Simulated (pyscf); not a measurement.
NH₃ + H₂N–Sn•(NH₂)–NH₂ → H₂N–Sn(NH₂)(NH₂)–NH₂ + H• (substitution at N; doublet surface; H–N broken, N–Sn formed). Optimised with ωB97X-D3(BJ)/def2-SVP in PySCF. Energies in kJ/mol from the separated reactants.

| level | barrier | reaction energy |
|---|---|---|
| ωB97X-D3(BJ)/def2-TZVP | 174.1 | +142.9 |
| B3LYP-D3(BJ)/def2-TZVP | 176.1 | +184.3 |
| PBE0-D3(BJ)/def2-TZVP | 167.9 | +163.2 |
| M06-2X/def2-TZVP | … | +152.4 |
| ωB97M-D3(BJ)/def2-TZVP | 184.3 | +162.2 |
| HF/def2-TZVP | … | … |

What belongs in the gaps?


- M06-2X/def2-TZVP, barrier: 179.7
- HF/def2-TZVP, barrier: 217.7
- HF/def2-TZVP, reaction energy: +126.5

On the reactant side the descent ends in a complex (not fully relaxed), 26.2 kJ/mol under the separated species and 200.3 kJ/mol under the saddle at ωB97X-D3(BJ)/def2-TZVP. At B3LYP-D3(BJ) this geometry lies under the product side: in single points on another level's saddle the reverse barrier vanishes, and the forward threshold there is about the reaction energy. One saddle was located; it need not be the lowest between these sides. The angle at the attacked N is 138°. Elements past Kr carry the def2 core potentials, without spin-orbit coupling.
